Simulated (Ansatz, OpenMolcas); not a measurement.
## C3H4 (allene): from total energies to a heat of formation

The species is C3H4 (7 atoms), meant as a singlet with charge 0. SMILES: `C=C=C`. The coordinates come from a PBE0-D4/def2-TZVP relaxation.

Total energies at BHLYP/def2-TZVP (OpenMolcas 26.06); the atoms run unrestricted:

```
species    state  energy (Eh)
   C3H4  singlet  -116.623775
      C  triplet   -37.847744
      H  doublet    -0.498545
```

Harmonic wavenumbers at PBE0-D4/def2-TZVP, in cm⁻¹: 376, 376, 870, 870, 885, 1010, 1010, 1120, 1414, 1477, 2071, 3146, 3150, 3227, 3227.

Measured heats of formation of the gaseous atoms at 298.15 K, in kJ/mol: C 716.9, H 218.0. Take 1 Eh = 2625.50 kJ/mol, 1 cm⁻¹ = 0.0119627 kJ/mol, RT = 2.479 kJ/mol.

Task: What heat of formation follows?

Result: 
1. Electronic atomisation energy: 3 × (-37.847744) + 4 × (-0.498545) − (-116.623775) = 1.086363 Eh = 2852.2 kJ/mol.
2. Zero-point energy: half the sum of the wavenumbers, 12114.5 cm⁻¹ = 144.9 kJ/mol.
3. Thermal vibrational enthalpy, Σ hcν̃/(exp(hcν̃/kT) − 1): 2.5 kJ/mol. Translation, rotation and pV of a non-linear molecule: 4 RT = 9.9 kJ/mol.
4. The 7 free atoms carry 5/2 RT each: 43.4 kJ/mol.
5. Spin-orbit coupling lowers the free atoms by 3 × 0.02 = 0.1 kJ/mol.
6. Atomisation enthalpy at 298 K: 2852.2 − 0.1 − 144.9 − 2.5 − 9.9 + 43.4 = 2738.2 kJ/mol.
7. Sum of the atoms' heats of formation: 3022.7 kJ/mol. Heat of formation: 3022.7 − 2738.2 = +284.5 kJ/mol.

The tabulated value is +190.2 kJ/mol (Active Thermochemical Tables), so this level is off by +94.3 kJ/mol, or 3.3 % of the atomisation enthalpy that the table implies (2832.4 kJ/mol). Hybrids with much exact exchange underbind. Anharmonicity and any spin-orbit splitting of the molecule are left out.
